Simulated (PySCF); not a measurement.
Molecule: `CN(C)P(C)C`, C4H12NP.

Numbering as in the mapped SMILES `[CH3:1][N:2]([CH3:3])[P:4]([CH3:5])[CH3:6]`. Hydrogens are named by the atom that carries them.

Geometry PBE0-D3(BJ)/def2-SVP throughout; GIAO in PySCF 2.14.0 with density-fitted response routines, gas phase, one conformer, non-relativistic; equivalent atoms averaged; basis pcSseg-1.

Question: How do the absolute shieldings σ depend on the functional? (ppm; last column core-seconds on 1 thread of an Arm Neoverse V1, shared host; the GGAs took longer than the global hybrids here, which isn't the general rule, and the cause wasn't traced)

Answer: 
| functional | kind | C1/C3 | C5/C6 | N2 | P4 | H(C1)/H(C3) | H(C5)/H(C6) | core-s |
| --- | --- | --- | --- | --- | --- | --- | --- | --- |
| KT2 | GGA | 141.0 | 163.6 | 212.0 | 282.1 | 28.92 | 30.11 | 30 |
| KT3 | GGA | 141.1 | 163.1 | 212.0 | 284.8 | 29.11 | 30.25 | 29 |
| B97-D | GGA | 137.0 | 158.9 | 210.2 | 252.8 | 29.14 | 30.29 | 29 |
| B3LYP | global hybrid | 137.3 | 159.1 | 215.6 | 247.6 | 29.20 | 30.31 | 18 |
| PBE0 | global hybrid | 143.3 | 165.4 | 224.9 | 273.1 | 29.12 | 30.18 | 18 |
| mPW1PW91 | global hybrid | 142.4 | 164.5 | 224.3 | 269.7 | 29.17 | 30.23 | 18 |

Question: Which nucleus moves most, in ppm?

Answer: P4 (phosphorus bonded to 2 C, N): from 247.6 ppm with B3LYP to 284.8 ppm with KT3. The smallest spread is 0.20 ppm, at H(C5)/H(C6). Proton shifts span only some 12 ppm, so a few tenths of a ppm matter as much there as several ppm in carbon.
